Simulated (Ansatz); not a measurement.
Input file:

```yaml
crystal:
  periodic: [false, false, false]
  atoms:
    - {symbol: Ge, position_ang: [0.000000, 0.000000, 0.000000]}
    - {symbol: Al, position_ang: [0.000000, 0.000000, 3.420000]}
basis:
  gaussian: {orbitals: aug-cc-pVDZ}
magnetization: {spin_polarized: false, initial_magnetization: 3}
correlation: {method: ccsdtq, electrons: outside_noble_gas}
```

```sh
$ ansatz run in.yaml --threads 5 --pin off --events-out ev --progress --plain --max-ram 130560MiB --backend cuda --devices 0, --max-vram 75GiB
```

Output:

```
1116 factors; integrals over basis functions are off by at most 1.0e-7 eV
mean field evaluation 1: about -63053.3567 eV, gradient 5.1e0 eV
mean field evaluation 2: about -63053.3582 eV, gradient 5.1e0 eV
mean field evaluation 4: about -63053.8763 eV, gradient 1.9e0 eV
mean field evaluation 8: about -63053.9512 eV, gradient 3.5e-1 eV
mean field evaluation 16: about -63053.9638 eV, gradient 1.8e-6 eV
mean field evaluation 32: about -63052.9692 eV, gradient 2.9e-6 eV
mean field evaluation 64: about -63053.8109 eV, gradient 1.2e0 eV
mean field evaluation 96: about -63053.0643 eV, gradient 9.7e-1 eV
mean field evaluation 128: about -63052.9692 eV, gradient 2.6e-2 eV
mean field evaluation 160: about -63051.4601 eV, gradient 5.8e0 eV
...
cycle  17  -3.51818439 eV  change    2.8e-5 eV  update   3.8e-5
cycle  18  -3.51816998 eV  change    1.4e-5 eV  update   2.3e-5
cycle  19  -3.51817071 eV  change   -7.3e-7 eV  update   1.6e-5
cycle  20  -3.51817227 eV  change   -1.6e-6 eV  update   1.3e-5
cycle  21  -3.51817579 eV  change   -3.5e-6 eV  update   8.6e-6
cycle  22  -3.51817702 eV  change   -1.2e-6 eV  update   3.9e-6
cycle  23  -3.51817706 eV  change   -3.4e-8 eV  update   3.1e-6
cycle  24  -3.51817618 eV  change    8.8e-7 eV  update   1.5e-6
cycle  25  -3.51817519 eV  change    9.9e-7 eV  update   1.0e-6
cycle  26  -3.51817494 eV  change    2.6e-7 eV  update   7.7e-7
Total energy: -63057.48201580 eV, -2317.3197221843 hartree
```

For the same geometry and basis full CI lies 0.3 meV lower.

Ran on 5 threads of AMD EPYC 7R13 with a whole H100 80 GB, shared host: 20 s wall, 0.9 GiB peak host memory.
